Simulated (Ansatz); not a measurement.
Reaction (SMILES): [SiH4] (SiH4) → [SiH3] (SiH3) + H atom
B3LYP-D3(BJ)/def2-TZVP geometries, fixed; electronic energies without zero-point terms.

Basis-set convergence of the bond dissociation energy at B2PLYP with Ansatz (an electronic-structure program). All functions are spherical. Cores are frozen. Open shells are unrestricted. No added dispersion term, no relativity. Functions are those of the species that has most. Reference: the value in pcseg-4, 95.63 kcal/mol, itself unsure by roughly 0.06 kcal/mol (its mean distance from aug-pcseg-3, aug-cc-pV(Q+d)Z, cc-pV(5+d)Z). Deviations are taken from unrounded values.

| basis | functions |
|---|---|
| cc-pV(D+d)Z | 43 |
| aug-pcseg-1 | 63 |
| aug-cc-pV(D+d)Z | 68 |
| cc-pV(T+d)Z | 95 |
| jun-cc-pV(T+d)Z | 104 |
| aug-pcseg-2 | 142 |
| aug-cc-pV(T+d)Z | 147 |
| cc-pV(Q+d)Z | 184 |
| aug-cc-pV(Q+d)Z | 273 |
| aug-pcseg-3 | 285 |
| cc-pV(5+d)Z | 320 |

Problem. Which is the smallest set listed that can be trusted to 1 kcal/mol here, that is, within that of the reference together with its larger relatives (same family, alike in diffuse functions; a set with none to test it counts only in the reference's own line)?

Solution. The smallest set listed that lies within 1 kcal/mol of the reference with all its larger relatives (same family, alike in diffuse functions; a set with none counts only in the reference's own line) is cc-pV(T+d)Z (95 functions, -0.55 kcal/mol off). Value minus reference: cc-pV(D+d)Z -2.20, aug-pcseg-1 -2.08, aug-cc-pV(D+d)Z -2.28, cc-pV(T+d)Z -0.55, jun-cc-pV(T+d)Z -0.59, aug-pcseg-2 -0.42, aug-cc-pV(T+d)Z -0.52, cc-pV(Q+d)Z -0.07, aug-cc-pV(Q+d)Z -0.06, aug-pcseg-3 -0.13, cc-pV(5+d)Z 0.01 kcal/mol.
